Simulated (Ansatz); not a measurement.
Process, species as SMILES: CC(=O)[O][GeH3] -> O=[C][O][GeH3] + [CH3] (CH3) (the C-C bond breaks)

Wanted: bond dissociation energy (electronic), in kcal/mol. Set-up: open shells spin-unrestricted; no spin-orbit coupling; six Cartesian d functions in 6-31G* and its kin unless marked 5d; dispersion terms only where a functional's name holds one; non-relativistic. First-principles rows: single points at B3LYP-D3(BJ) geometries (Ansatz, a program for electronic structure).

```
species          coefficient  E at B3LYP/6-31G* (Ansatz), Eh  E at wB97X-V/def2-TZVPD (Ansatz), Eh
---------------  -----------  ------------------------------  ------------------------------------
CC(=O)[O][GeH3]           -1                     -2307.06498                           -2307.14211
O=[C][O][GeH3]            +1                     -2267.07649                           -2267.14721
[CH3] (CH3)               +1                       -39.83826                             -39.83594
```

 1 Eh = 627.5095 kcal/mol.

**Question.** Compute it at each level from the table.

**Answer.** 
- B3LYP/6-31G*: the sum of coefficient times E is 0.15023 Eh, or 94.27 kcal/mol. Result: 94.3 kcal/mol.
- wB97X-V/def2-TZVPD: the sum of coefficient times E is 0.15896 Eh, or 99.75 kcal/mol. Result: 99.7 kcal/mol.
